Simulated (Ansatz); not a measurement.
Voigt–Reuss–Hill bulk modulus (GPa) of solids drawn from the class of elemental solids other than molecular ones, at two levels: PBE (Ansatz, a program for electronic structure, PAW), and PBEsol in Ansatz (plane waves, PAW).

| solid | PBE | PBEsol | shift (%) |
|---|---|---|---|
| hcp Lu | 46.6 | 50.4 | +8.2 |
| double-hcp La | 24.9 | 26.7 | +7.2 |
| hcp Re | 364 | 391 | +7.4 |
| hcp Zn | 67.0 | 84.1 | +26 |
| hcp Sc | 54.3 | 57.3 | +5.5 |
| hcp Tc | 300 | 327 | +9.0 |
| hcp Co | 212 | 247 | +16.5 |
| hcp Y | 41.0 | 42.5 | +3.7 |

The shifts run from +3.7 % to +26 %, with a median of +7.8 %.

Over all 8 rows PBEsol is the larger in 8.

Ansatz's runs of these crystals have no spin polarisation, but for hcp Co.

Density-functional runs with spin start from parallel moments for hcp Co.

Spin–orbit coupling is left out, also for the solids with elements from indium on (hcp Lu, double-hcp La, hcp Re); its size isn't shown.

Each level is taken at its own relaxed cell. Ansatz's density-functional and Hartree–Fock values are scalar-relativistic unless marked +SOC, with PAW data made under PBE.
